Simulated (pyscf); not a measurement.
Thermochemistry of product channels of `[SiH3][O][SiH3]` + `[F][CH][F]` [doublet] on the doublet surface, in kcal/mol, from ωB97M-D3(BJ)/def2-TZVP energies (ideal gas, 1 atm, RRHO with modes under 100 cm⁻¹ raised to 100, one conformer, R ln 2 for chiral ones without a mode under 150 cm⁻¹). Structures and frequencies: ωB97X-D3(BJ)/def2-SVP in PySCF.

| products | ΔE | ΔH(298 K) | ΔG(600 K) | ΔG(900 K) |
|---|---|---|---|---|
| `[F][SiH2][O][SiH3]` + `[CH2][F]` [doublet] | -47.2 | -46.3 | -45.7 | -45.5 |
| `[F][CH][SiH2][O][SiH3]` [doublet] + `[FH]` | [?] | -12.3 | -9.4 | -8.7 |
| `[SiH2][O][SiH3]` [doublet] + `[F][CH2][F]` | -9.4 | -7.0 | -6.0 | -5.2 |

Task: Fill in the missing entries.

Result: 
- `[F][CH][SiH2][O][SiH3]` [doublet] + `[FH]`, ΔE: -12.7

These are energies of the channels, which say nothing of barriers.
